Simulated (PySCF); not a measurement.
## SMILES [CH3][AlH2], CH5Al

Geometry:
```csv
atom,x (Å),y (Å),z (Å)
C1,-0.915,-0.015,0.017
Al2,1.068,0.028,-0.026
H3,-1.372,0.569,-0.792
H4,-1.336,0.385,0.949
H5,-1.299,-1.039,-0.080
H6,1.911,1.326,-0.122
H7,1.948,-1.249,0.027
```

Computed, not measured: GIAO KT3/pcSseg-1 magnetisability, rotational g tensor and spin-rotation constants, non-relativistic, gas phase in PySCF 2.14.0. Geometry: GFN2-xTB.

Question: Give the nuclear spin-rotation constants along the inertial axes (H = +C I·J) beside the isotropic shieldings.

Answer: Rotational constants 78.2532, 10.4795, 9.7950 GHz. A star marks the isotopologue with that one atom substituted, in its own axes.
```
atom  isotope  Caa (kHz)  Cbb (kHz)  Ccc (kHz)  mean (kHz)  σ (ppm)
 Al2     27Al     65.931      9.816      6.143      27.297    286.7
  H3       1H     -6.307     -0.824     -0.556      -2.562     31.6
  H4       1H     -6.237     -1.149     -0.295      -2.561     31.8
  H5       1H     -6.459     -0.142     -1.087      -2.563     31.2
  H6       1H     -2.789      0.055     -0.705      -1.146     26.4
  H7       1H     -2.930      0.074     -0.698      -1.185     26.3
  C1     13C*      9.133      1.301      0.838       3.757    190.3
```
For the geometry as given, no vibrational averaging.

Question: How do the rotational constants and the g tensor change when H3, H4, H5, H6, H7 are replaced by deuterium?

Answer: Constants 39.1568, 7.9590, 7.1958 GHz; g -0.2165, -0.0431, -0.0377, against -0.4326, -0.0564, -0.0511 before.
